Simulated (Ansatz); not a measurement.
# C5H10O: the cost of one run

Computed with Ansatz 0.2.0 (the levels named in each step, unless a step's input says otherwise).

## 1. The system as given

Bond lengths (14 of 15 bonds, heavy atoms first): C1–C2 1.532 Å, C2–C3 1.527 Å, C2–C4 1.535 Å, C2–C5 1.512 Å, C5–O6 1.197 Å, C1–H7 1.087 Å, C1–H8 1.088 Å, C1–H9 1.088 Å, C3–H10 1.088 Å, C3–H11 1.087 Å, C3–H12 1.086 Å, C4–H13 1.087 Å, C4–H14 1.088 Å, C4–H15 1.088 Å. Angles (14 of 27 angles, heavy atoms first): C1–C2–C3 110.7°, C1–C2–C4 109.8°, C1–C2–C5 107.6°, C3–C2–C4 110.7°, C3–C2–C5 110.4°, C4–C2–C5 107.5°, C2–C5–O6 126.2°, C2–C1–H7 109.9°, C2–C1–H8 110.9°, C2–C1–H9 110.5°, C2–C3–H10 110.3°, C2–C3–H11 110.5°, C2–C3–H12 110.3°, C2–C4–H13 109.8°.

Structure file:

```xyz
16

C     1.2717   -1.1612    0.3671
C     0.0006   -0.4074   -0.0360
C    -1.0374   -0.4610    1.0822
C    -0.5675   -1.0024   -1.3318
C     0.3907    1.0244   -0.3266
O    -0.0392    1.9995    0.2195
H     1.0347   -2.2028    0.5708
H     2.0124   -1.1252   -0.4291
H     1.7057   -0.7247    1.2638
H    -1.9277    0.0962    0.7970
H    -1.3254   -1.4895    1.2850
H    -0.6380   -0.0152    1.9882
H    -0.8487   -2.0402   -1.1689
H     0.1708   -0.9661   -2.1301
H    -1.4498   -0.4521   -1.6509
H     1.1488    1.1099   -1.1329
```

## 2. A rough first relaxation, PBE-D4/def2-SVP

File input.yaml:

```yaml
crystal:
  periodic: [false, false, false]
  atoms:
    - { symbol: C, position_ang: [1.27172, -1.16125, 0.36708] }
    - { symbol: C, position_ang: [0.00062, -0.40745, -0.03603] }
    - { symbol: C, position_ang: [-1.03745, -0.46102, 1.08221] }
    - { symbol: C, position_ang: [-0.5675, -1.00241, -1.33178] }
    - { symbol: C, position_ang: [0.39067, 1.02437, -0.32664] }
    - { symbol: O, position_ang: [-0.03918, 1.99948, 0.21955] }
    - { symbol: H, position_ang: [1.03474, -2.20281, 0.57076] }
    - { symbol: H, position_ang: [2.01241, -1.12517, -0.42906] }
    - { symbol: H, position_ang: [1.70574, -0.72469, 1.26384] }
    - { symbol: H, position_ang: [-1.92766, 0.09618, 0.79695] }
    - { symbol: H, position_ang: [-1.32536, -1.48952, 1.285] }
    - { symbol: H, position_ang: [-0.63797, -0.01521, 1.98822] }
    - { symbol: H, position_ang: [-0.84867, -2.04015, -1.16893] }
    - { symbol: H, position_ang: [0.17083, -0.96611, -2.1301] }
    - { symbol: H, position_ang: [-1.44984, -0.45215, -1.65092] }
    - { symbol: H, position_ang: [1.14878, 1.1099, -1.13293] }
basis:
  gaussian: { orbitals: def2-SVP }
hamiltonian:
  xc: pbe
  dispersion: d4
relax:
  f_tol: 0.03
  max_steps: 200
```

On the command line:

```
ansatz run input.yaml --threads 4 --pin off --max-ram 10240MiB --backend cpu --events-out ev --progress --plain --runs-dir out
```

Q: Estimate wall time and peak memory on 4 threads of Intel Xeon Platinum 8259CL at 2.50GHz (Skylake/Cascade Lake), shared host.

About 14 s, with a peak of 0.2 GiB.
